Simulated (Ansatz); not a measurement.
**CH3FO (SMILES OCF) at 6 levels**

Aim: a comparison of 6 runs (UHF/STO-3G, PBE/STO-3G, UB3LYP/STO-3G, wB97M-V/STO-3G, CCSDT(Q)/STO-3G, CCSD(T)/STO-3G) of CH3FO. 

The calculation is run with Ansatz 0.2.0.

68 further runs of the same task are left out: 2 that didn't finish, 66 set aside as unsound or not needed.

### Step 1. The structure to begin with

CH3FO has 6 atoms, charge 0, and is taken as a singlet. SMILES: `OCF`. The H4–O1 distance was set to 1.443 Å, away from the relaxed value. At this shape a bond of the SMILES string is far longer than usual.

Bond lengths: O1–C2 1.370 Å, C2–F3 1.381 Å, C2–H5 1.096 Å, C2–H6 1.091 Å. Angles: O1–C2–F3 111.1°, O1–C2–H5 112.9°, O1–C2–H6 107.4°, F3–C2–H5 106.3°, F3–C2–H6 107.8°, H5–C2–H6 111.3°. A long bond or contact: O1–H4 1.443 Å.

### Step 2. A single-point energy at UHF/STO-3G (run 1)

molecule.yaml

```yaml
crystal:
  periodic: [false, false, false]
  atoms:
    - {symbol: O, position_ang: [-0.726644, -0.798259, 0.217941]}
    - {symbol: C, position_ang: [0.317556, -0.052059, 0.696141]}
    - {symbol: F, position_ang: [-0.026744, 1.282141, 0.789141]}
    - {symbol: H, position_ang: [-0.928700, -0.495100, -1.178000]}
    - {symbol: H, position_ang: [1.204156, -0.096159, 0.052841]}
    - {symbol: H, position_ang: [0.539456, -0.409859, 1.702641]}
basis:
  gaussian: {orbitals: STO-3G}
hamiltonian: {xc: hf}
accuracy: high
magnetization: {spin_polarized: true}
```

The run is started by

```
$ ansatz run molecule.yaml --threads 1 --pin off --max-ram 2610MiB --events-out events.jsonl --progress --plain --runs-dir runs
```

Log:

```text
Warning: RAYON_NUM_THREADS=1 ignored (pool sized by the plan → 1); use --threads N
Functional definition: HF
  name "HF"
  exchange = exact_x
  correlation = 0
322 factors; integrals over basis functions are off by at most 4.1e-8 eV
mean field evaluation 1: about -5735.0712 eV, gradient 2.1e1 eV
mean field evaluation 2: about -5735.2202 eV, gradient 2.1e1 eV
mean field evaluation 4: about -5738.5629 eV, gradient 1.3e0 eV
mean field evaluation 8: about -5738.5796 eV, gradient 6.0e-5 eV
mean field evaluation 16: about -5738.5787 eV, gradient 4.5e0 eV
mean field evaluation 32: about -5739.0408 eV, gradient 9.6e-2 eV
mean field -5739.04110419 eV, -210.9058705170 hartree, gradient 4.1e-8 eV, S^2 0.486569; 2 other end points of the search recorded, 0 dependent functions left out
reference -5739.04110419 eV, -210.9058705170 hartree; 13, 13 occupied and 5, 5 virtual orbitals, 322 factors
Total energy: -5739.04110419 eV, -210.9058705170 hartree
```

Wall time 0.16 s (1 thread of Arm Neoverse V1, shared host).

### Step 3. A single-point energy at PBE/STO-3G (run 2)

run.yaml

```yaml
crystal:
  periodic: [false, false, false]
  atoms:
    - {symbol: O, position_ang: [-0.726644, -0.798259, 0.217941]}
    - {symbol: C, position_ang: [0.317556, -0.052059, 0.696141]}
    - {symbol: F, position_ang: [-0.026744, 1.282141, 0.789141]}
    - {symbol: H, position_ang: [-0.928700, -0.495100, -1.178000]}
    - {symbol: H, position_ang: [1.204156, -0.096159, 0.052841]}
    - {symbol: H, position_ang: [0.539456, -0.409859, 1.702641]}
basis:
  gaussian:
    orbitals: STO-3G
hamiltonian:
  xc: {name: PBE}
accuracy: high
```

The run is started by

```
$ ansatz run run.yaml --threads 1 --pin off --max-ram 2610MiB --events-out events.jsonl --progress --plain --runs-dir runs
```

Log:

```text
Warning: RAYON_NUM_THREADS=1 ignored (pool sized by the plan → 1); use --threads N
Functional definition: PBE
  name "PBE"
  parameter kappa = 0.804
  parameter beta = 0.06672455060314922
  exchange = pbe_x(kappa = kappa, mu = beta*pi^2/3)
  correlation = pbe_c(beta = beta)
322 factors; integrals over basis functions are off by at most 4.1e-8 eV
mean field evaluation 1: about -5758.8214 eV, gradient 1.6e1 eV
mean field evaluation 2: about -5757.0887 eV, gradient 2.9e1 eV
mean field evaluation 4: about -5759.6579 eV, gradient 9.7e-1 eV
mean field evaluation 8: about -5759.5825 eV, gradient 5.6e-3 eV
mean field evaluation 16: about -5759.5825 eV, gradient 1.3e-7 eV
mean field -5759.58254568 eV, -211.6607545683 hartree, gradient 4.0e-8 eV, S^2 0.000000; 0 other end points of the search recorded, 0 dependent functions left out
reference -5759.58254732 eV, -211.6607546287 hartree; 13, 13 occupied and 5, 5 virtual orbitals, 322 factors
Total energy: -5759.58254732 eV, -211.6607546287 hartree
```

It took 1.1 s on 1 thread of Arm Neoverse V1, shared host; peak memory 0.092 GiB.

Runs 3 to 5 aren't shown in full; the table further down has their settings and results.

### Step 4. The energy at CCSD(T)/STO-3G (run 6)

Edit run.yaml of step 3 so:

```diff
@@ -12,4 +12,7 @@
     orbitals: STO-3G
-hamiltonian:
-  xc: {name: PBE}
+correlation:
+  method: ccsd_t
+  frozen_orbitals: {C: 1, F: 1, H: 0, O: 1}
 accuracy: high
+scf:
+  omitted_lower_state_checks: [cluster_reference, increment]
```

The run is started by

```
$ ansatz run run.yaml --threads 1 --pin off --max-ram 2610MiB --events-out events.jsonl --progress --plain --runs-dir runs
```

Log, cut to the lines that bear on the results:

```text
Warning: RAYON_NUM_THREADS=1 ignored (pool sized by the plan → 1); use --threads N
[... 2 set-up lines as earlier in the session ...]
[...]
322 factors; integrals over basis functions are off by at most 4.1e-8 eV
[...]
mean field -5738.57962875 eV, -210.8889116074 hartree, gradient 9.3e-9 eV, S^2 0.000000; 0 other end points of the search recorded, 0 dependent functions left out; unrestricted orbitals would lower it
3 core orbitals not correlated: weight in the atoms' cores, before any rotation towards them, 1.000 or more for the frozen orbitals, at most 0.000 for the correlated occupied ones
reference -5738.57962875 eV, -210.8889116074 hartree; 10, 10 occupied and 5, 5 virtual orbitals, 322 factors
second order -3.53332153 eV of doubles, -0.00000000 eV of singles
cycle   1  -4.33987955 eV  change   -8.1e-1 eV  update   8.9e-2
[...]
cycle  27  -4.89082213 eV  change    2.3e-9 eV  update   2.2e-9
perturbative correction -0.06802622 eV, -0.0024999176 hartree
Total energy: -5743.53847710 eV, -211.0711459231 hartree
Checks for a lower state left out: cluster_reference, increment
```

It took 0.18 s on 1 thread of Arm Neoverse V1, shared host.

### Step 5. The series

| run | level | frozen core orbitals | energy (Eh) | wall time |
| --- | --- | --- | --- | --- |
| 1 | UHF/STO-3G | – | -210.905871 | 0.16 s |
| 2 | PBE/STO-3G | – | -211.660755 | 1.1 s |
| 3 | UB3LYP/STO-3G | – | -211.872973 | 2.1 s |
| 4 | wB97M-V/STO-3G | – | -211.876831 | 21 s |
| 5 | CCSDT(Q)/STO-3G | 3 | -211.071873 | 0.66 s |
| 6 | CCSD(T)/STO-3G | 3 | -211.071146 | 0.18 s |

### Step 6. Summary of results

| quantity | value |
| --- | --- |
| run 6: total energy | -211.07115 Eh |
| run 6: correlation energy (3 core orbitals frozen) | -182.2 mEh |
| run 6: (T) correction | -2.50 mEh |
| run 6: T1 diagnostic | 0.012 |

**Reading.** Below the UHF energy at the same shape and in the same basis (STO-3G): CCSDT(Q) -166.0 mEh; CCSD(T) -165.3 mEh. Some of these start from another determinant than that one, so these aren't their correlation energies. Totals of different functionals can't be ranked against each other. In runs 5, 6 the log says that unrestricted orbitals would lower the reference, so the values rest on an unstable closed-shell determinant (other closed-shell runs at this shape may share the fault). In runs 1, 2, 3, 4, 5, 6 the basis is minimal, so the values are rough. Spin contamination of the reference: run 1 ⟨S²⟩ = 0.49. All runs together took 26 s, the longest 21 s.
